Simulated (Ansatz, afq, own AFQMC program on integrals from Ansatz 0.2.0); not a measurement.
# Atomization energy of SiH2O, singlet

| atom | x (Å) | y (Å) | z (Å) |
| --- | --- | --- | --- |
| Si | 0.0000 | 0.0000 | 0.4897 |
| O | 0.0000 | 0.0000 | -1.0261 |
| H | 0.0000 | 1.2309 | 1.3214 |
| H | 0.0000 | -1.2309 | 1.3214 |

Connectivity, by distances: SiH2–O.

Atoms in their ground-state spins without spin–orbit coupling (mostly on UHF) minus the molecule (RHF), without zero-point energy. The geometry is a stationary point, not shown to be a minimum.

Basis cc-pVDZ. Noble-gas cores (and the filled d shells of Ga–Kr and In–Xe) are frozen. Ansatz 0.2.0 and our own AFQMC program on the same integrals; the CISD trial comes from CCSD amplitudes, and released means the phaseless constraint is let go. Free AFQMC starts from the CCSD state and is never constrained. Its projection time is finite, and what remains of the start isn't in its error. ± is one standard error of the sampling. The errors of all members are added in quadrature.

No full CI on the walks' own integrals is used here; CCSDT(Q) serves as the reference and is uncertain by about the last step of the cluster series. Each member takes its own surest rung, up to full CI.

The best estimate is CCSD(T) at the basis-set limit (CBS: def2-TZVPP and def2-QZVPP, with their diffuse functions for anions and beside diffuse sets, CCSD(T) itself extrapolated) plus the step from CCSD(T) to CCSDT(Q) in cc-pVDZ. Rows without CBS are in cc-pVDZ, the functionals in def2-TZVP; B2PLYP and the wave-function rows carry a basis error of their own. Core correlation and relativity beyond core potentials are missing, and ± holds the sampling alone.

Cautions: SiH₂O (singlet): raised T1 diagnostic (T1 0.025, weight of the determinant 0.88, largest double 0.09).

```tsv
level	atomization energy (kcal/mol)
MP2	268.9
CCSD	256.4
wB97M-V	302.8
```

From these cheaper values, estimate the atomization energy at the level of the best estimate.

305.6 kcal/mol (best estimate, highest rung CCSDT(Q)).

```tsv
level	atomization energy (kcal/mol)	error against the best estimate (kcal/mol)
HF	178.9	-126.7
CCSD(T)	261.4	-44.2
CCSDT	261.5	-44.0
CCSDT(Q)	262.3	-43.3
ph-AFQMC/CISD	262.3 ± 0.4	-43.3 ± 0.4
released AFQMC	261.4 ± 0.8	-44.2 ± 0.8
free AFQMC	261.9 ± 0.7	-43.7 ± 0.7
HF/CBS	202.0	-103.6
MP2/CBS	313.8	8.2
CCSD(T)/CBS	304.7	-0.9
PBE	304.4	-1.2
r2SCAN	301.9	-3.7
PBE0	293.3	-12.2
B3LYP	300.3	-5.3
B2PLYP	300.0	-5.6
```

Correlation beyond CCSD(T) adds 0.9 kcal/mol. Going to the basis-set limit adds 43.3 kcal/mol at CCSD(T). The perturbative (T) step is worth +5.0 kcal/mol. The functionals spread over 11.1 kcal/mol; PBE comes nearest and PBE0 is 12.2 kcal/mol too low.

Best estimates are given only where the step beyond CCSD(T) is under 0.3 eV and no member's determinant is very poor (T1 over 0.05, or 0.07 for open shells, ⟨S²⟩ too high by 0.3, two states mixed), so the hardest cases are missing from such tables.

The functionals ran in a triple-zeta set and keep a basis error of their own, a few kJ/mol for each bond in atomization energies and more for double hybrids, so close places among them and the extrapolated levels can swap.

CCSDT and higher add their correlation energy to the determinant of the CCSD(T) run, since their own runs factorise the integrals more tightly (a shift of under 2 meV). Free projections are given only where their last times agree within the noise and don't stop above the reference; a slow remainder of the start can still hide under it. Each member of a difference takes its own highest rung, so a best estimate needn't equal the limit plus the step of one row. A walk keeps the symmetry of its determinant, which the program's search chose and which needn't be the lowest solution, so a lower state of the same spin and another symmetry isn't excluded. Released energies are given only where the last usable release times agree within the noise; a slower fall can still hide under it.
